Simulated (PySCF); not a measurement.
# `BP` (BH4P): removing and adding an electron

Molecule: `BP` (BH4P). Non-hydrogen atoms are numbered in `[BH2:1][PH2:2]`.

These are calculated values, CAM-B3LYP-D3(BJ)/ma-def2-TZVP in PySCF (grid level 2) at geometries from PBE0-D3(BJ)/ma-def2-SVP. Zero-point and thermal terms (298.15 K, 1 bar) come from unscaled PBE0-D3(BJ)/ma-def2-SVP harmonic frequencies, with soft modes damped to free rotors in the entropy.

Frontier levels of the parent: HOMO -8.76 eV, LUMO -0.76 eV.

Oxidation to the radical cation:
| Item | Value |
| --- | --- |
| Vertical ionisation energy (electronic) | 9.81 eV |
| Adiabatic ionisation energy (with zero-point energy) | 9.31 eV |
| Adiabatic, electronic part | 9.34 eV |
| Vertical gap at the product's structure | 8.93 eV |
| Inner reorganisation energy (four-point) | 879 meV |
| Relaxation of product / of parent | 470 / 409 meV |
| ⟨S²⟩ of the product | 0.755 |
| Largest spin populations | P2 0.97 |
| Largest changes of atomic charge | P2 0.49, B1 0.16, H (on P2) 0.10, H (on P2) 0.10 |
| Distances that move most (Å) | B1–P2 1.856 → 1.923; B1–H 1.206 → 1.196; B1–H 1.206 → 1.196 |

Reduction to the radical anion:
- Vertical electron affinity (electronic): 0.01 eV
- Adiabatic electron affinity (with zero-point energy): 0.25 eV
- Adiabatic, electronic part: 0.15 eV
- Vertical gap at the product's structure: 0.81 eV
- Inner reorganisation energy (four-point): 799 meV
- Relaxation of product / of parent: 140 / 659 meV
- ⟨S²⟩ of the product: 0.754
- Largest spin populations: B1 0.96
- Largest changes of atomic charge: B1 -0.49, P2 -0.19, H (on P2) -0.09, H (on P2) -0.09
- Distances that move most (Å): B1–P2 1.856 → 1.935; P2–H 1.417 → 1.448; P2–H 1.417 → 1.445; B1–H 1.206 → 1.225

Known limits: the split of the reorganisation energy is sensitive to the structures, which come from another level (PBE0-D3(BJ)/ma-def2-SVP).

Structures, frequencies and single points took 2.2 min of wall time on 1 thread of Arm Neoverse V2 (shared host), launched as `OMP_NUM_THREADS=1 python redox_run.py task.json out`.
